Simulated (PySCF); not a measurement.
**Working out the ionisation energy of Cl**

Cl [Ne] 3s2 3p5 (2P) → Cl⁺ [Ne] 3s2 3p4 (3P). Computed with PySCF 2.14 in x2c-QZVPPall (9s6p4d2f1g, 70 functions), with scalar relativity by spin-free X2C-1e. Frozen: 1s2. Energies in hartree (1 hartree = 27.21139 eV):

```
             part   Cl (lower)  Cl⁺ (upper)
              UHF  -460.903370  -460.471729
MP2 opposite-spin    -0.262493    -0.231098
    MP2 same-spin    -0.096272    -0.087496
```

What does Hartree-Fock give?

(-460.471729) − (-460.903370) = 0.431641 hartree = 11.746 eV.

What do MP2 and SCS-MP2 (6/5 opposite-spin, 1/3 same-spin) give?

The opposite-spin parts differ by 0.854 eV and the same-spin parts by 0.239 eV. MP2: 11.746 + (0.854) + (0.239) = 12.839 eV. SCS-MP2: 11.746 + 1.2 × (0.854) + (0.239)/3 = 12.850 eV.

Measured between the centres of the two terms (NIST): 12.974 eV, so MP2 (valence and next inner shell) is off by -0.135 eV.

What remains against the reference includes basis incompleteness, the frozen core and correlation beyond second order.
